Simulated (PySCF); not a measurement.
How exact exchange moves a shielding

Molecule: SMILES C=CC#CC, C5H6.

Atoms are numbered as in `[CH2:1]=[CH:2][C:3]#[C:4][CH3:5]`. Hydrogens are named by the atom that carries them. Ha(C1) is cis to C3; Hb(C1) is trans to C3.

GIAO shieldings (ppm, equivalent atoms averaged) in PySCF 2.14.0 with density-fitted response routines on the PBE0-D3(BJ)/def2-SVP geometry, basis pcSseg-2, gas phase, non-relativistic:

| functional | exact exchange (%) | σ(C4) | σ(C3) | σ(C5) |
| --- | --- | --- | --- | --- |
| BLYP | 0 | 78.6 | 88.6 | 169.3 |
| BP86 | 0 | 81.2 | 91.7 | 173.1 |
| PBE | 0 | 80.9 | 91.4 | 173.6 |
| PBE0 | 25 | 84.9 | 98.4 | 178.7 |
| mPW1PW91 | 25 | 84.4 | 98.0 | 177.8 |
| BHandHLYP | 50 | 86.4 | 102.1 | 179.7 |
| HF | 100 | 93.8 | 114.5 | 187.5 |

(1) Fit each shielding as a line in the percentage of exact exchange.

(2) What does the line predict for B3LYP (20 %), and what does the run give?

Results:

(1) σ(C4) = 80.5 + 0.13 x (rms 0.9 ppm); σ(C3) = 91.1 + 0.24 x (rms 1.2 ppm); σ(C5) = 172.7 + 0.15 x (rms 1.7 ppm). The functionals also differ in their semilocal parts, which the line can't hold; Hartree–Fock has no correlation at all.

(2) σ(C4): 83.1 predicted, 81.8 computed; σ(C3): 95.9 predicted, 94.2 computed; σ(C5): 175.7 predicted, 174.0 computed ppm.
